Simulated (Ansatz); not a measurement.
The input, for Ansatz 0.2.0:

```yaml
crystal:
  periodic: [false, false, false]
  atoms:
    - {symbol: Al, position_ang: [0.000000, 0.000000, 0.004968]}
    - {symbol: N, position_ang: [0.000000, 0.000000, -1.590032]}
    - {symbol: H, position_ang: [0.000000, 0.000000, 1.585063]}
basis:
  gaussian: {orbitals: def2-SVPD}
magnetization: {spin_polarized: true, initial_magnetization: 1}
correlation: {method: ccsd, electrons: valence}
accuracy: high
scf: {lower_state_search: light}
```

```sh
$ ansatz run in.yaml --threads 1 --pin off --events-out ev --progress --plain --max-ram 2393MiB
```

Output:

```
925 factors; integrals over basis functions are off by at most 3.9e-9 eV
mean field evaluation 1: about -8070.1928 eV, gradient 2.3e1 eV
mean field evaluation 2: about -8070.1977 eV, gradient 2.3e1 eV
mean field evaluation 4: about -8073.2496 eV, gradient 1.8e0 eV
mean field evaluation 8: about -8073.3126 eV, gradient 2.4e-1 eV
mean field evaluation 16: about -8073.3250 eV, gradient 3.0e-8 eV
mean field evaluation 32: about -8073.3250 eV, gradient 2.8e-3 eV
mean field evaluation 64: about -8072.8998 eV, gradient 4.5e-2 eV
mean field evaluation 96: about -8073.3250 eV, gradient 2.1e-7 eV
mean field evaluation 128: about -8073.3195 eV, gradient 2.4e-1 eV
mean field evaluation 160: about -8072.8886 eV, gradient 3.9e-1 eV
...
cycle   7  -6.10410382 eV  change   -5.8e-8 eV  update   7.9e-8
cycle   8  -6.10410385 eV  change   -3.1e-8 eV  update   5.1e-8
cycle   9  -6.10410391 eV  change   -5.7e-8 eV  update   4.1e-8
cycle  10  -6.10410351 eV  change    4.0e-7 eV  update   8.8e-8
cycle  11  -6.10410350 eV  change    1.2e-8 eV  update   3.0e-8
cycle  12  -6.10410347 eV  change    2.4e-8 eV  update   1.4e-8
cycle  13  -6.10410347 eV  change    2.2e-9 eV  update   7.5e-9
cycle  14  -6.10410347 eV  change   -2.4e-9 eV  update   3.1e-9
cycle  15  -6.10410347 eV  change   -1.0e-9 eV  update   1.2e-9
cycle  16  -6.10410347 eV  change  -4.0e-11 eV  update  4.5e-10
Total energy: -8079.42910166 eV, -296.9135430523 hartree
```

Ran on 1 thread of Arm Neoverse V1, shared host: 12 s wall, 0.21 GiB peak host memory.
